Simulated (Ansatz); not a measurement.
BSiH2Cl (SMILES B[Si]Cl): where methods fail along a bond

BSiH2Cl has 5 atoms, charge 0, and is taken as a triplet. As SMILES, `B[Si]Cl`. The shape is that of a GFN2-xTB optimisation.

```xyz
5

B    -0.6741    0.3680   -0.3025
Si    0.3346   -1.0819    0.3575
Cl    2.3114   -0.9303    0.9615
H    -0.1845    1.4312   -0.3874
H    -1.7874    0.2130   -0.6291
```

The B1–Si2 distance is scanned; the parts on either side stay rigid. Basis STO-3G, 11 core orbitals frozen in the correlated methods; program Ansatz 0.2.0. FCI is exact within this basis and core. Energies in eV from each method's value at 1.886 Å; open shells run as named; a dash marks a point that is missing or didn't converge. The shape above is that at 1.886 Å.

| distance (Å) | UHF | U-r2SCAN | UB3LYP | U-wB97X | U-wB97M-V | UCCSD(T) | UCCSDT(Q) | FCI |
| --- | --- | --- | --- | --- | --- | --- | --- | --- |
| 1.886 | 0.00 | 0.00 | 0.00 | 0.00 | 0.00 | 0.00 | 0.00 | 0.00 |
| 2.357 | 1.42 | 1.36 | 1.30 | 1.56 | 1.50 | 1.33 | 1.30 | 1.30 |
| 2.828 | 2.55 | 2.96 | 2.85 | 3.11 | 3.12 | 2.81 | 2.80 | 2.80 |
| 3.771 | 2.78 | 3.92 | 3.63 | 3.73 | 3.73 | 3.21 | 3.22 | 3.22 |
| 4.714 | 2.79 | 3.98 | 3.68 | 3.77 | – | 3.22 | 3.24 | 3.24 |

Departure from the FCI curve at its largest: UHF -0.45 eV at 4.71 Å; U-r2SCAN +0.74 eV at 4.71 Å; UB3LYP +0.44 eV at 4.71 Å; U-wB97X +0.53 eV at 4.71 Å; U-wB97M-V +0.51 eV at 3.77 Å; UCCSD(T) +0.03 eV at 2.36 Å; UCCSDT(Q) within 0.005 eV. Functionals converge differently with the basis, so for them the departure isn't an error alone.
